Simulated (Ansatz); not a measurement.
AlH5O, SMILES `[OH2+][AlH3-]`. The species carries charge 0 and has multiplicity 1.

Z-matrix (Å, degrees):
```
Al
O 1 2.031
H 1 1.603 2 95.6
H 1 1.603 2 95.5 3 -118.7
H 1 1.592 2 103.1 3 120.7
H 2 0.964 1 111.3 3 119.1
H 2 0.963 1 111.4 3 -1.1
```

What are the harmonic wavenumbers in cm⁻¹ at PBE0-D4/def2-TZVP (Ansatz, finite differences of forces, unscaled)? (An estimate is asked.)

Computed: 85, 358, 369, 379, 522, 707, 767, 784, 785, 1624, 1850, 1859, 1900, 3813, 3909.

Is this a minimum?

Yes, all 15 modes are real.

Give the ideal-gas thermochemistry at 298.15 K and 1 bar (rigid rotor, harmonic oscillator; point group Cs, symmetry number 1).

Zero-point energy 117.9 kJ/mol; H(298) − E = 134.0 kJ/mol; entropy 284.1 J/(mol·K), of which translation 157.1, rotation 90.9, vibration 36.1; G(298) − E = 49.3 kJ/mol. Modes under 100 cm⁻¹ are hindered rotations or soft bends, so the harmonic entropy is rough.

Rotational constants (cm⁻¹)?

1.854, 0.3133, 0.3079.
